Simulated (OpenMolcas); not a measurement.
# How basis sets differ on Cl2 (chlorine)

The species is Cl2 (2 atoms), meant as a singlet with charge 0. As SMILES, `ClCl`. The shape is that of a PBE0-D4/def2-TZVP optimisation.

```xyz
2

Cl    0.0000    0.0000    0.0000
Cl    0.0000    0.0000    1.9824
```

Quantity: the HOMO–LUMO gap, in eV. The values are calculated.

| level | kind | program | value (eV) | CPU time |
| --- | --- | --- | --- | --- |
| HF/ANO-L-MB | Hartree–Fock | OpenMolcas | 13.56 | 2 s |
| HF/STO-3G | Hartree–Fock | OpenMolcas | 14.76 | 1.7 s |
| HF/3-21G | Hartree–Fock | OpenMolcas | 13.02 | 1.7 s |
| HF/cc-pVDZ | Hartree–Fock | OpenMolcas | 13.28 | 2.2 s |
| HF/aug-cc-pVTZ | Hartree–Fock | OpenMolcas | 12.78 | 11 s |

The values span 12.78 to 14.76 eV. A Hartree–Fock LUMO above zero doesn't converge with the basis: it sinks as sets grow more diffuse. Orbital gaps aren't excitation energies. Times are those of the runs behind each value, whatever else they computed, on shared processors of several kinds: orders of magnitude only.
